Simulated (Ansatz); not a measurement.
Basis-set extrapolation for C$_{4}$H$_{4}$N$_{2}$ (`N#CCCC#N`) (PBE0-D4/def2-TZVP geometry, frozen core, Ansatz 0.2.0). Multiplicity 1, RHF reference.

```tsv
	def2-TZVPP	def2-QZVPP
HF	-262.786556	-262.797175
MP2 correlation	-1.003690	-1.068859
CCSD(T) correlation	-1.073249	not run
```

Energies in hartree. Use E(X) = E(∞) + A·exp(−7.88·√X) for Hartree–Fock and E(X) = E(∞) + B·X^(−2.97) for correlation, with X = 3 and 4, and add CCSD(T) minus MP2 of the smaller set to the MP2 limit.

What is the CCSD(T) energy at the basis-set limit?

HF limit: -262.797175 + (-0.010619) × 0.13774 = -262.79864. MP2 limit: -1.068859 + (-0.065169) × 0.74074 = -1.11713. Higher-order term: -1.073249 − (-1.003690) = -0.06956. Total: -263.98533 hartree, 329.6 kJ/mol below CCSD(T)/def2-TZVPP.
